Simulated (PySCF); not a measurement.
**Basis-set dependence of excited states**

Compound: C3H4FN.
Cartesian coordinates in Å at the PBE0-D3(BJ)/def2-SVP level; atoms count from 1:
```
atom  x, y, z in Å
N1    -2.143    0.119   -0.222
C2    -0.981   -0.399   -0.242
C3     0.280    0.247    0.112
C4     1.442   -0.409    0.041
F5     2.597    0.152    0.354
H6    -2.090    1.096    0.088
H7    -0.904   -1.454   -0.560
H8     0.275    1.291    0.441
H9     1.544   -1.452   -0.277
```

TDDFT with PBE0 (PySCF), vertical singlets, core orbitals frozen in the response, spherical d and f functions. Isolated species at its PBE0-D3(BJ)/def2-SVP geometry (one conformer only).

Task: Compare 6-31G*, def2-SVP, 6-31+G*, def2-SVPD, aug-cc-pVDZ, def2-TZVP and def2-TZVPD for this molecule.

Result: 

```csv
basis,functions,diffuse,S1 (eV),S2 (eV),S3 (eV),S4 (eV),S5 (eV),LUMO (eV),α (au)
6-31G*,78,no,4.89,6.41,7.96,7.97,8.05,-0.98,39.2
def2-SVP,90,no,4.75,6.41,7.76,7.87,7.90,-1.19,40.5
6-31+G*,98,yes,4.87,6.27,6.97,7.09,7.18,-1.37,46.7
def2-SVPD,135,yes,4.78,6.27,7.32,7.33,7.56,-1.43,48.6
aug-cc-pVDZ,151,yes,4.84,6.20,6.75,6.79,6.94,-1.39,50.0
def2-TZVP,179,no,4.84,6.27,7.50,7.59,7.66,-1.33,46.6
def2-TZVPD,224,yes,4.83,6.21,7.00,7.12,7.27,-1.39,50.0
```

States are compared by their number. Against the largest diffuse basis here (def2-TZVPD, itself not a converged limit), sets without diffuse functions differ by up to 0.07 eV in S1 and 0.78 eV in S5; the smaller diffuse sets differ by up to 0.05 and 0.33 eV. State by state, the largest deviation of a set without diffuse functions is S1 0.07, S2 0.19, S3 0.96, S4 0.85, S5 0.78 eV. The same number needn't mean the same state in each row. Against def2-TZVPD the polarisability deviates by -22% in 6-31G*, -19% in def2-SVP, -7% in 6-31+G*, -3% in def2-SVPD, 0% in aug-cc-pVDZ, -7% in def2-TZVP. A single + in a Pople set puts diffuse functions on heavy atoms only.
